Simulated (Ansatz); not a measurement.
## BGeH3 (H-bridged), singlet: stretch scan

Starting geometry (PBE0/def2-TZVP stationary point for this spin, not checked as a minimum):

```
atom    x (Å)    y (Å)    z (Å)
  Ge  -0.0022   0.0000   0.3187
   B  -0.0666   0.0000  -1.6292
   H   1.1607   0.0000  -1.0289
   H  -0.1421  -1.0387  -2.2309
   H  -0.1421   1.0387  -2.2309
```

From there H5 moves along the line of the two atoms named below, all else staying in place; atoms are numbered as listed. Energies are in kcal/mol, counted from the starting geometry at the same level. Kohn–Sham curves are unrestricted where that lies lower, except RKS.

Basis cc-pVDZ; Ansatz 0.2.0. Only valence electrons are correlated (noble-gas cores and the filled d shells of p-block atoms frozen). Prefix R: restricted or restricted open-shell reference. No spin–orbit coupling is included, and no scalar relativity.

Unrestricted Kohn–Sham rows aren't spin-pure: their determinants' ⟨S²⟩ exceeds S(S+1) by up to 1.02, so they mix in states of higher spin. A value is left out where its run failed or describes another state than the reference as far as symmetry and spin tell, or, spin-broken singlets apart, can't be checked.

In so small a basis the reference is far from its limit while semilocal and hybrid functionals are nearer theirs (RPA and double hybrids share part of the reference's basis error), so the functionals' errors here hold much of the reference's basis and frozen-core error, which can add to them or hide them.

Full CI isn't at hand for all of this; RCCSDTQ serves as the reference, and is uncertain by the last step of the cluster series or more.

| distance B2-H5 (Å) | RCCSDTQ | PBE | r2SCAN | PBE0 | B3LYP | r2SCANh | wB97M-V | B2PLYP | RKS PBE0 | RPA-PBE |
| --- | --- | --- | --- | --- | --- | --- | --- | --- | --- | --- |
| 1.089 | 5.3 | 5.5 | 5.0 | 5.0 | 4.8 | 4.9 | 4.7 | 4.8 | 5.0 | 5.7 |
| 1.203 | 0.0 | 0.0 | 0.0 | 0.0 | 0.0 | 0.0 | 0.0 | 0.0 | 0.0 | 0.0 |
| 1.341 | 3.2 | 2.7 | 3.3 | 3.4 | 3.4 | 3.5 | 3.7 | 3.6 | 3.4 | 2.8 |
| 1.635 | 23.8 | 22.2 | 24.0 | 24.6 | 24.1 | 24.7 | 25.3 | 25.0 | 24.6 | 22.8 |
| 2.268 | 66.2 | 66.4 | 67.2 | 71.4 | 69.6 | 68.1 | 75.1 | 72.7 | 73.3 | 67.1 |
| 3.226 | – | 84.7 | 83.3 | 86.6 | 87.5 | 83.9 | 91.9 | 87.2 | 114.0 | 84.9 |

(1) Judged by the spread of the error over the points with a reference (largest less smallest), which of these follows RCCSDTQ best and which worst?

Answers

(1) Subtracting the RCCSDTQ column from each: best r2SCAN (errors from -0.3 to 1.0, spread 1.3 kcal/mol), worst wB97M-V (from -0.6 to 8.9, spread 9.5 kcal/mol). Functionals and wave-function methods converge differently with the basis, so part of this is basis effect.
